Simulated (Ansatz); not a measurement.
Basis sets compared for BCl2H (BHCl₂). Total charge 0; singlet. Geometry r2SCAN-D4/def2-TZVP. Ansatz on 2 threads of Arm Neoverse V2 on a shared host; times are rough, and most runs start from earlier orbitals.

Cartesian coordinates in Å:
```
B -0.026 -0.116 0.060
Cl 1.324 0.845 0.588
Cl -1.044 0.421 -1.243
H -0.254 -1.150 0.595
```

B3LYP takes the VWN-RPA correlation.

Binding counts from free atoms (B doublet, Cl doublet, H doublet) in the same basis, without a counterpoise term.

| level | functions | energy (Eh) | HOMO (eV) | LUMO (eV) | binding per atom (eV) | wall time |
| --- | --- | --- | --- | --- | --- | --- |
| HF/STO-3G | 24 | -934.1824 | -11.30 | 4.90 | 3.28 | 0.1 s |
| HF/6-31G | 37 | -944.2422 | -12.78 | 1.83 | 2.30 | 0.15 s |
| HF/def2-TZVP | 111 | -944.3751 | -12.63 | 1.95 | 2.65 | 0.4 s |
| PBE-D4/def2-SVP | 55 | -945.1963 | -7.64 | -2.42 | 3.55 | 0.4 s |
| PBE-D4/def2-TZVP (with forces) | 111 | -945.5417 | -7.84 | -2.71 | 3.50 | 1.2 s |
| B3LYP-D4/6-31G | 37 | -945.8744 | -9.07 | -1.98 | 3.12 | 0.4 s |
| B3LYP-D4/def2-TZVP | 111 | -945.9972 | -9.01 | -1.93 | 3.38 | 0.85 s |
| PBE0-D4/def2-SVP | 55 | -945.2803 | -9.13 | -1.51 | 3.49 | 0.45 s |
| PBE0-D4/def2-TZVP | 111 | -945.6216 | -9.26 | -1.75 | 3.45 | 1.1 s |

Question: Estimate the rows for PBE0-D4/def2-QZVPP.

Answer: 
```
             level  functions  energy (Eh)  HOMO (eV)  LUMO (eV)  binding per atom (eV)  wall time
PBE0-D4/def2-QZVPP        227    -945.6502      -9.29      -1.81                   3.45      2.4 s
```
